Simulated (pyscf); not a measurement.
Structures and frequencies: ωB97X-D3(BJ)/def2-SVP in PySCF. Correlated levels are frozen-core, on RHF or UHF. ΔMP2 is the change of the MP2 total energy from the triple- to the quadruple-zeta basis.

**Question.** Estimate the classical barrier height and the reaction energy of H₂P–GeH₃ + H₂O -> HO–PH₂ + GeH₄ at CCSD(T)/def2-TZVPP + ΔMP2(QZVPP). The step runs on the singlet surface, breaks Ge–P, H–O and forms O–P, Ge–H; take the separated reactants as zero.

**Answer.** ΔE‡ = 65.4 kcal/mol, ΔE = +10.9 kcal/mol. Zero-point energy shifts the barrier by +0.3 kcal/mol. It is a four-centre exchange, with an imaginary mode of 371i cm⁻¹. The same reactants have a lower exit, to PH₃ + HO–GeH₃ (barrier +41.2 kcal/mol at ωB97M-D3(BJ)/def2-TZVP, against +62.2 kcal/mol here). One saddle was located; it need not be the lowest between these sides. The CCSD(T) − MP2 part came from Ansatz, without density fitting, on the same reference. The frozen core leaves the outer d or s,p core shells of the metals and heavy elements correlated in the MP2 and CC values, and def2-TZVPP describes them poorly, which can shift differences by a few kcal/mol. Elements up to Kr have no core potential and no relativistic terms here.
